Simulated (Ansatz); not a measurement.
# AlNH₃ (quartet): wave-function methods side by side at distance Al1–H4 along a hydrogen transfer = 1.875 Å, cc-pVDZ

One table from this session's results is given with a row withheld; the runs are named, their logs left out.

Method: cc-pVDZ, core rule «outside noble gas», up to 6 orbitals frozen; program: Ansatz 0.2.0, Gaussian basis.

The runs, in order: UHF; CCSD(T) on ROHF; CCSD(T) on UHF; BCCD(T) on ROHF; CISD; CCSDT(Q) on ROHF; CCSDT(Q) on UHF; CASSCF and MRCISD+Q, 5 electrons in 5 orbitals; CASSCF and NEVPT2, 5 electrons in 5 orbitals.

20 further runs of the same task are left out: 9 for a known fault of the program, 11 that didn't finish.

## The system

The geometry derives from fragments relaxed apart (PBE0/def2-TZVP) and kept rigid, so it is no stationary point. A hydrogen atom is moved between rigid fragments.

5 atoms, charge 0, spin multiplicity 4.

Atoms are counted from 1 here; the program's logs count them from 0.

Bond lengths: Al1–H2 1.586 Å, Al1–H3 1.586 Å, Al1–H4 1.875 Å, H4–N5 1.156 Å. Angles: H2–Al1–H3 120.0°, H2–Al1–H4 120.0°, H3–Al1–H4 120.0°, Al1–H4–N5 180.0°.

The first run:

in.yaml

```yaml
crystal:
  periodic: [false, false, false]
  atoms:
    - {symbol: Al, position_ang: [-0.971228, 0.000000, 0.000000]}
    - {symbol: H, position_ang: [-1.764152, 1.373384, 0.000000]}
    - {symbol: H, position_ang: [-1.764152, -1.373384, 0.000000]}
    - {symbol: H, position_ang: [0.903772, 0.000000, 0.000000]}
    - {symbol: N, position_ang: [2.059772, 0.000000, 0.000000]}
basis:
  gaussian: {orbitals: cc-pVDZ}
magnetization: {spin_polarized: true, initial_magnetization: 3}
hamiltonian: {xc: hf}
output: {orbitals: {seedname: orbitals}}
```

Command:

```bash
$ ansatz run in.yaml --threads 1 --pin off --events-out ev --progress --plain --max-ram 2393MiB
```

Steps of the session up to this table: UHF; CCSD(T) on ROHF; CCSD(T) on UHF; BCCD(T) on ROHF; CISD; CCSDT(Q) on ROHF; CCSDT(Q) on UHF; CASSCF and MRCISD+Q, 5 electrons in 5 orbitals; CASSCF and NEVPT2, 5 electrons in 5 orbitals.

One of the session's tables, all rows but one given; the rest of the session is left out.

| method | from UCCSDT(Q) (meV) |
| --- | --- |
| ROHF | +6144.4 |
| UHF | +5790.5 |
| RMP2 | +1198.5 |
| UMP2 | +1236.8 |
| CISD | +520.4 |
| RCCSD | +135.9 |
| UCCSD | +128.9 |
| RCCSD(T) | +31.9 |
| UCCSD(T) | +30.7 |
| BCCD(T) | +31.9 |
| RCCSDT | +7.4 |
| UCCSDT | +5.5 |
| RCCSDT(Q) | +1.7 |
| UCCSDT(Q) | 0 |
| CASSCF pair | +5371.6 |
| NEVPT2 pair | +1164.1 |
| MRCISD pair | +440.7 |
| MRCISD+Q pair | ? |

Estimate the missing values for MRCISD+Q pair.

The run gave: from UCCSDT(Q) (meV): +23.8. In the column «from UCCSDT(Q) (meV)» it lies between RCCSDT (+7.4) and UCCSD(T) (+30.7).

Caveats from the session: Restricted and unrestricted rows rest on different reference determinants; where their highest levels disagree by more than a few hundredths of an eV, they describe different states and don't form one ladder.
